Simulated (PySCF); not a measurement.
Compound: C6H9 (charge +1).
Geometry (PBE0-D3(BJ)/def2-SVP, Å), atoms numbered from 1 in this order:
```
atom  x, y, z in Å
C1     2.9666   -1.2299   -1.0150
C2     1.8781   -0.7723   -0.7039
C3     0.6503   -0.2304   -0.3427
C4     0.6124    1.0796    0.3058
C5    -0.5772   -0.9934   -0.6196
C6    -1.9058   -0.3941   -0.2148
H7     3.9292   -1.6388   -1.2919
H8     0.1096    0.9596    1.2865
H9     1.5927    1.5508    0.4286
H10   -0.0804    1.7346   -0.2569
H11   -0.4124   -1.9990   -0.1747
H12   -0.5366   -1.2387   -1.7036
H13   -1.9691   -0.2240    0.8701
H14   -2.7152   -1.0848   -0.4854
H15   -2.1031    0.5584   -0.7286
```

Linear response at CAM-B3LYP/def2-SVPD (PySCF, frozen core in the response, non-relativistic).

Static isotropic polarisability: 70.26 au (10.41 Å³), principal values 46.7, 62.5, 101.6 au.

Q: What is the polarisability at 1064 nm and at the sodium D line?

A: 71.25 au at 1064 nm (+1.4 %), 73.81 au at 589.3 nm (+5.0 %). The rise at 589.3 nm is 3.59 times that at 1064 nm; a pure ω² law gives 3.26. The lowest singlet lies at 406 nm, shorter than both wavelengths.

Q: What is the isotropic C6 coefficient between two such ions, C6 = (3/π)∫α(iω)² dω?

A: 1872 au (Eh·bohr⁶) by a ten-point quadrature over imaginary frequencies, which is 1120 eV·Å⁶ or 108 J·nm⁶/mol.

Q: Which effective excitation energy ω̄ makes London's formula C6 = (3/4)α²ω̄ exact here?

A: ω̄ = 4·C6/(3α²) = 0.506 Eh = 13.8 eV. A one-pole form α(ω) = α/(1 − ω²/ω̄²) fitted to the 1064 nm value gives 9.9 eV.

Q: What molar refraction at the D line follows from R = (4π/3)·N_A·α′, with α′ the polarisability volume?

A: α′ = 10.94 Å³ gives R = 27.59 cm³/mol, for isolated, non-vibrating species.

Q: What three-body coefficient follows from the one-pole estimate C9 = (3/4)·α·C6?

A: 98700 au. This is an estimate from the two numbers above, not a computed integral.

Q: The lowest 6 singlets have (eV, f): 3.06, 0.000; 4.74, 0.221; 5.30, 0.001; 5.76, 0.002; 5.84, 0.057; 6.34, 0.001. What share of the static polarisability do they carry in the sum over states α = Σ f/ω²?

A: 8.61 au, 12.3 % of α; the largest term, 7.29 au, is that of the state at 4.74 eV. Their oscillator strengths add up to 0.28. Higher states carry the rest.

Q: How anisotropic is the static polarisability, by Δα² = ½[(α1 − α2)² + (α2 − α3)² + (α3 − α1)²]?

A: Δα = 49.0 au, or 0.70 of the isotropic value.

Q: What does −C6/R⁶ come to at R = 12 Å between centres?

A: -36 J/mol. This is the leading, orientation-averaged term; C8 and higher terms are left out. The Coulomb repulsion of the two net charges at that distance is 116 kJ/mol.

Q: How many electrons N does the Slater–Kirkwood formula C6 = (3/4)·√N·α^(3/2) need to give this C6?

A: N = (4·C6/3)²/α³ = 18.0; the species has 44 electrons in all.

One conformer stands for the species.
